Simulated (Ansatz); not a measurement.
## Worked example: correlation energy of AlP, singlet

Geometry: a PBE0/def2-TZVP stationary point for this spin. The triplet lies 0.2 eV lower here.

```xyz
2

Al    0.0000    0.0000    0.0000
P     0.0000    0.0000    2.0726
```

Basis 6-31G; Ansatz 0.2.0. Correlated methods freeze the noble-gas cores, which leaves 8 electrons in 16 orbitals. Prefix R: restricted or restricted open-shell reference.

Full CI is exact within this basis and frozen core; it isn't the basis-set limit.

The cluster runs stand on a determinant 0.01 eV above the lowest RHF solution, chosen by trial CCSD; the correlation energy below is counted from it.

Runs differ by some tens of microhartree through their thresholds, so steps under 0.03 kcal/mol mean nothing.

| level | total energy (hartree) |
| --- | --- |
| RHF determinant under the cluster runs | -582.468531 |
| RMP2 | -582.578664 |
| RCCSD | -582.596606 |
| RCCSD(T) | -582.604258 |
| RCCSDT | -582.605399 |
| RCCSDT(Q) | -582.606371 |
| RCCSDTQ | -582.605950 |
| full CI | -582.606055 |

Task: What is the correlation energy at full CI, and what share of it do RMP2 and RCCSD(T) recover?

Result: E(corr) = -582.606055 − (-582.468531) = -0.137524 hartree = -3.742 eV. RMP2: -0.110133 / -0.137524 = 80.08 %. RCCSD(T): -0.135727 / -0.137524 = 98.69 %.

Task: By how many kcal/mol does RCCSD(T) miss full CI (1 hartree = 627.509 kcal/mol), and which steps make up the rest?

Result: -582.604258 − (-582.606055) = 0.001797 hartree = 1.13 kcal/mol. Steps: RCCSDT − RCCSD(T) = -0.72, RCCSDT(Q) − RCCSDT = -0.61, RCCSDTQ − RCCSDT(Q) = 0.26, full CI − RCCSDTQ = -0.07 kcal/mol. With more than one leading determinant such errors change with state and geometry, and needn't cancel in differences.
